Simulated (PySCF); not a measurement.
**One elementary step**

Start structure (BNH$_{6}$, closed shell), relaxed at PBE0-D4/def2-TZVP:

B1  (-0.282, -0.676, 0.449)
N2  (-0.251, 0.482, 1.209)
H3  (0.673, -1.398, 0.454)
H4  (-1.262, -0.925, -0.190)
H5  (0.818, 0.633, -2.276)
H6  (0.791, -0.011, -2.652)
H7  (-1.018, 1.132, 1.254)
H8  (0.537, 0.752, 1.772)
(Å)

The step: BNH₄ ([BH2][NH2]) + H₂ → BH₃ + NH₃ (still joined by a long B–N bond); bonds formed: B1–H6, N2–H5; bonds broken: H5–H6; bonds weakened to dative contacts: B1–N2. Computed with PySCF 2.14 with density fitting (its default auxiliary sets; JK sets also for MP2 and CCSD(T)) (basis: def2-TZVPP and def2-QZVPP); correlated methods freeze the cores. Extrapolation: Hartree–Fock as exp(−7.88 √X), correlation as X^−2.97. Energies below are by CCSD(T) at an estimated basis limit (MP2 extrapolated from triple and quadruple zeta, plus CCSD(T) − MP2 in triple zeta).

What are the electronic barrier and the energy of the step, from the start structure to the end structure? (An estimate is asked for; the value comes from the calculation.)

Computed: Barrier 165.9 kJ/mol; step energy -1.2 kJ/mol (downhill); reverse barrier, their difference, 167.0 kJ/mol. Barrier and step energy count from the start structure, the reverse barrier from the end structure.

The saddle point: One imaginary mode of 1351i cm⁻¹.
```json
{"pair": "B1–H6", "start (Å)": "3.35", "saddle (Å)": "1.36", "end (Å)": "1.21"}
{"pair": "N2–H5", "start (Å)": "3.65", "saddle (Å)": "1.38", "end (Å)": "1.01"}
{"pair": "B1–N2", "start (Å)": "1.39", "saddle (Å)": "1.57", "end (Å)": "1.64"}
{"pair": "H5–H6", "start (Å)": "0.75", "saddle (Å)": "0.99", "end (Å)": "2.56"}
```

Zero-point energy (harmonic, PBE0-D4): ZPE is 154.3 kJ/mol at the start and 166.8 kJ/mol at the saddle, so the barrier goes from 165.9 to 178.4 kJ/mol.

T1 diagnostic: at most 0.014. The start structure is not quite a true minimum (one mode of 67i cm⁻¹).

Labels in which every atom is bracketed show which atoms are joined, not bond orders.

For scale, one of the runs: CCSD(T)/def2-TZVPP, 146 basis functions, launched by `OMP_NUM_THREADS=4 python run.py`. The run took 60 s on 4 CPU threads of an Arm Neoverse V1 (shared host), with 0.75 GiB of host memory at its peak.
